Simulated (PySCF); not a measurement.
# Rotational lines of NaCl

Lines J+1 ← J of the vibrational ground state, computed from RHF-CCSD(T) constants of NaCl, ¹Σ⁺ (singlet), closed shell (PySCF, no relativity, basis sets Na 6-311G(d,p), Cl 6-311G(d,p); masses 22.9898 and 34.9689 u), in MHz:

```tsv
J	ν (MHz)
5	76783.1
6	89577.1
7	102369.6
8	115160.4
9	127949.4
```

Problem. Find B0 and the effective bond length r0; with αe = 0.00151 cm⁻¹, find Re.

Solution. ν = 2B0(J+1) − 4D(J+1)³ gives B0 = 0.21346 cm⁻¹. With the reduced mass μred = 13.871 u, r0 = √(16.8576/(μred·B0)) (u, cm⁻¹, Å) = 2.3861 Å. Be = B0 + αe/2 = 0.21422 cm⁻¹ gives Re = 2.382 Å.

Correlated steps freeze 6 core orbitals. Where the molecule has an RHF reference, its open-shell atoms are computed with UHF.
